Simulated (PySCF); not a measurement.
Gas-phase thermal properties of C₂Cl₄

Computed with PySCF (xtb for GFN2) and rigid-rotor harmonic-oscillator thermochemistry at 1 bar. 'Table' is the NASA 1993 thermochemical table (part measured, part estimated). 6-31G* has spherical d functions here. All species are closed-shell singlets. B3LYP is the form with VWN-RPA correlation. The harmonic model lacks anharmonicity and excited electronic states, which grow with temperature; levels with a mode under 35 cm⁻¹ are left out. Soft modes under 120 cm⁻¹ make the harmonic entropy rough for C₂Cl₄. The table's entry may be an old estimate for C₂Cl₄ (not checked at source).

```csv
level,point group,σ,ZPE (kJ/mol),S°298 (J/mol/K),Cp298 (J/mol/K),S°1000 (J/mol/K),H1000 − H298 (kJ/mol)
table,-,-,-,341.0,94.9,477.6,81.3
B3LYP/6-31G*,D2h,4,40.2,341.6,94.8,478.1,81.3
GFN2-xTB,D2h,4,36.3,350.1,99.1,489.6,82.8
HF/6-31G*,D2h,4,45.0,335.1,90.7,467.9,79.3
PBE/def2-SVP,D2h,4,39.0,344.0,96.0,481.4,81.7
PBE0/def2-TZVP,D2h,4,41.3,340.2,93.7,475.8,80.8
```
σ: rotational symmetry number. Electronic degeneracy used: 1. Frequencies are unscaled.
